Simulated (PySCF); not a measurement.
**How exact exchange moves a shielding**

Molecule: SMILES [N+](#N)[O-], N$_{2}$O.

Mapped SMILES: `[N:1]#[N+:2][O-:3]`.

GIAO shieldings (ppm, equivalent atoms averaged) in PySCF on the PBE0-D3(BJ)/def2-SVP geometry, basis pcSseg-2, gas phase, non-relativistic:

```tsv
functional	exact exchange (%)	σ(N2)	σ(N1)
BLYP	0	-3.7	92.4
BP86	0	2.2	95.6
PBE	0	2.7	96.1
B3LYP	20	-9.9	86.7
PBE0	25	-5.3	89.3
mPW1PW91	25	-6.7	87.6
HF	100	-29.2	71.3
```

Task: Fit each shielding as a line in the percentage of exact exchange.

Result: σ(N2) = 0.0 − 0.29 x (rms 2.6 ppm); σ(N1) = 94.1 − 0.23 x (rms 1.6 ppm). The functionals also differ in their semilocal parts, which the line can't hold; Hartree–Fock has no correlation at all.

Task: What does the line predict for BHandHLYP (50 %), and what does the run give?

Result: σ(N2): -14.5 predicted, -18.8 computed; σ(N1): 82.6 predicted, 79.3 computed ppm.
